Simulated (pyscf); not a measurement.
Optimised with ωB97X-D3(BJ)/def2-SVP in PySCF. MP2 and CC: frozen core, UHF for open shells. ΔMP2 is the change of the MP2 total energy from the triple- to the quadruple-zeta basis.

**Question.** How much does it cost (ΔH, 298 K, CCSD(T)/def2-TZVPP + ΔMP2(QZVPP)) to split H₃C–S–CH₃ (SMILES CSC) at its C–S bond into CH₃• + H₃C–S•?

**Answer.** C–S to CH₃• + H₃C–S•: 3.14 eV. Other isomers of H₃C–S• were not searched in full and may lie lower. The CCSD(T) − MP2 part came from Ansatz, without density fitting, on the same reference.
